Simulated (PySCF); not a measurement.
# C4H9P2: the cost of one run

Programs: PySCF 2.14.0, with routines of our own; each step states its level. All values are computed. Atoms count from 0.

## 1. The starting structure

15 atoms, charge 1, multiplicity 1; geometry from: GFN2-xTB.

## 2. Magnetic properties: GIAO BHandHLYP/pcSseg-1

Job settings and geometry (Å):

```
{"job": {"kind": "mag", "xc": "BHandHLYP", "basis": "pcSseg-1", "isotopologues": 2}, "charge": 1, "multiplicity": 1}
C     -1.774591     0.892922     0.435409
C     -1.401665     0.690466    -0.820461
C     -0.454589    -0.342840    -1.282350
C     -0.032965    -1.517682    -0.419579
P      1.285039    -0.292968    -0.646113
P      1.654491     0.818051     1.170551
H     -1.420150     0.299800     1.263396
H     -2.487696     1.659676     0.679966
H     -1.806687     1.308728    -1.608873
H     -0.505129    -0.538697    -2.350573
H      0.067795    -2.476719    -0.913661
H     -0.472342    -1.589798     0.567843
H      2.174144    -0.840186    -1.560105
H      2.824978     0.096418     1.453627
H      2.344955     1.840820     0.503356
```

Method: GIAO BHandHLYP/pcSseg-1 magnetisability, rotational g tensor and spin-rotation constants, non-relativistic, gas phase.

Started as:

```console
OMP_NUM_THREADS=1 python excited_run.py task.json out
```

This one command runs all jobs of the session in turn.

**Question.** How long does this first job take on 1 thread of Arm Neoverse V1, shared host, and how much memory does it need?

About 21 s, with a peak of 0.78 GiB.
